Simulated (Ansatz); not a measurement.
## CCSD(T) against full CI for several species

Each species is computed at the geometry given (Å), with frozen cores, in Ansatz 0.2.0: RHF-CCSD(T) for singlets, UHF-CCSD(T) otherwise, and full CI in the same basis. The program picks the determinant by trial CCSD, so it needn't be the lowest Hartree–Fock solution. States: AlH3⁺ A', BH2⁺ Σ⁺ or Δ, BN⁺ Π, AlSi Σ⁻ or Δ. Cases whose determinant has another symmetry than full CI's state, or whose (Q) step broke down, weren't drawn.

**Question.** Judging by size, spin and bonding and the diagnostics given, rank them by the size of CCSD(T)'s error in total energy against full CI in the same basis, smallest first (an estimate).
A. BH2⁺, singlet, aug-cc-pVTZ: B 0.000 0.000 0.143; H 0.000 0.000 -1.466; H 0.000 0.000 1.322. T1 0.009, (T) -37 meV in a correlation energy of -2.54 eV
B. AlH₃⁺, doublet, cc-pVDZ: Al 0.000 0.054 -0.032; H 0.000 0.223 -1.583; H 0.000 0.326 2.466; H 0.000 -1.985 -0.032. T1 0.086, (T) -50 meV in a correlation energy of -1.89 eV
C. AlSi, quartet, cc-pVDZ: Si 0.000 0.000 0.000; Al 0.000 0.000 2.416. T1 0.032, (T) -157 meV in a correlation energy of -3.68 eV
D. BN⁺, doublet, cc-pVDZ: B 0.000 0.000 0.000; N 0.000 0.000 1.172. T1 0.136, (T) -179 meV in a correlation energy of -4.33 eV

**Answer.** A (11.7 meV), B (43.5 meV), C (57.6 meV), D (185.3 meV).

```csv
species,basis,correlated electrons,CCSD(T) − full CI (meV),CCSDT(Q) − full CI (meV),unpaired electrons (full CI),T1,⟨S²⟩ of the determinant
"BH2⁺, singlet",aug-cc-pVTZ,4,11.7,0.3,0.04,0.009,0.00
"AlH3⁺, doublet",cc-pVDZ,5,43.5,-0.1,1.29,0.086,1.30
"AlSi, quartet",cc-pVDZ,7,57.6,0.8,3.11,0.032,3.77
"BN⁺, doublet",cc-pVDZ,7,185.3*,-22.5,1.40,0.136,1.79
```

Unpaired electrons are Σ n²(2−n)² over natural occupations; an open shell counts its own unpaired electrons too. Frozen cores follow each run's orbitals, which moves totals by a few meV. An asterisk marks runs whose energy the program itself flagged as in doubt.
